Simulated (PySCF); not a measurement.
One of the candidates below gave these computed data.

All candidates are C4H5NO.

| technique | computed result |
| --- | --- |
| Couplings | largest of the computed one-bond spin–spin couplings (means over like bonds): 13C–1H +212.2, 13C–1H +200.1, 13C–1H +135.8 (×3), 13C–13C +72.7, 13C–13C +67.5, 17O–13C +34.0, 17O–13C +22.9, 15N–13C +2.4 Hz [B3LYP/pcJ-1, spin–dipole term left out for some pairs] |
| 1H NMR | chemical shifts (computed TMS as zero) by class: 7.67 (1 H), 7.26 (1 H), 2.60 (3 H) ppm [GIAO PBE0/pcSseg-1] |
| Dipole | 1.38 D [PBE0/pcSseg-1] |
| Rotational structure | rotational constants A, B, C: 9.260, 3.761, 2.720 GHz [GFN2-xTB] |
| 13C NMR | chemical shifts (computed TMS as zero) by class: 166.0 (1 C), 144.3 (1 C), 135.1 (1 C), 16.5 (1 C) ppm [GIAO PBE0/pcSseg-1] |
| NMR, other nuclei | isotropic shieldings of nuclei other than C and H, by class: -27 (1 N), 15 (1 O) ppm [GIAO PBE0/pcSseg-1] |

Gas-phase values; electronic properties from PySCF, density fitting. Levels stand in brackets. Geometry: GFN2-xTB; no solvent, vibrations or thermal averaging. Each NMR value is the plain mean over a class of atoms that symmetry, rotation or inversion makes alike.

Task: Which candidate is it?
A. `Cc1ncco1`
B. `N#CCCC=O`
C. `Cc1ccno1`

Result: A. It is `Cc1ncco1`. Numbering: `[CH3:1][c:2]1[n:3][cH:4][cH:5][o:6]1`. Its formula, C4H5NO, gives 3 degrees of unsaturation: 1 ring and 2 π bonds in the structure found (Kekulé form). 4 carbons fall into 4 classes; from least to most shielded: substituted aromatic carbon [C2] (166.0 ppm), aromatic CH next to a ring oxygen [C5] (144.3 ppm), aromatic CH next to a ring nitrogen [C4] (135.1 ppm), benzylic-type carbon [C1] (16.5 ppm). Hydrogen classes from least to most shielded: 1 H on an aromatic CH next to a ring oxygen, C5 (7.67 ppm), 1 H on an aromatic CH next to a ring nitrogen, C4 (7.26 ppm), 3 H on a benzylic-type carbon, C1 (2.60 ppm). The other shieldings belong to: -27 ppm, pyridine-type nitrogen [N3]; 15 ppm, furan-type oxygen [O6]. The couplings run between: +212.2 Hz, aromatic CH next to a ring oxygen [C5] and its hydrogen; +200.1 Hz, aromatic CH next to a ring nitrogen [C4] and its hydrogen; +135.8 Hz, benzylic-type carbon [C1] and its hydrogen (with 2 like pairs); +72.7 Hz, aromatic CH next to a ring nitrogen [C4] and aromatic CH next to a ring oxygen [C5]; +67.5 Hz, benzylic-type carbon [C1] and substituted aromatic carbon [C2]; +34.0 Hz, furan-type oxygen [O6] and substituted aromatic carbon [C2]; +22.9 Hz, furan-type oxygen [O6] and aromatic CH next to a ring oxygen [C5]; +2.4 Hz, pyridine-type nitrogen [N3] and aromatic CH next to a ring nitrogen [C4]. The optimised geometry has point group Cs and is an asymmetric top.

The others, at the same levels:
- `N#CCCC=O` fails: its computed 13C shifts are 203.5 (1 C), 123.6 (1 C), 46.6 (1 C), 10.6 (1 C) ppm, 1H shifts are 10.09 (1 H), 2.79 (2 H), 2.45 (2 H) ppm and rotational constant A is 16.234 GHz (against 9.260 GHz).
- `Cc1ccno1` fails: its computed 13C shifts are 176.4 (1 C), 153.7 (1 C), 108.6 (1 C), 14.7 (1 C) ppm and 1H shifts are 8.16 (1 H), 6.11 (1 H), 2.63 (3 H) ppm.

Each candidate is one conformer, not necessarily the lowest. The conformers computed, where there is a choice (atom-mapped SMILES and torsion angles):
- `[N:1]#[C:2][CH2:3][CH2:4][CH:5]=[O:6]`: C2–C3–C4–C5 180°, C3–C4–C5–O6 0°
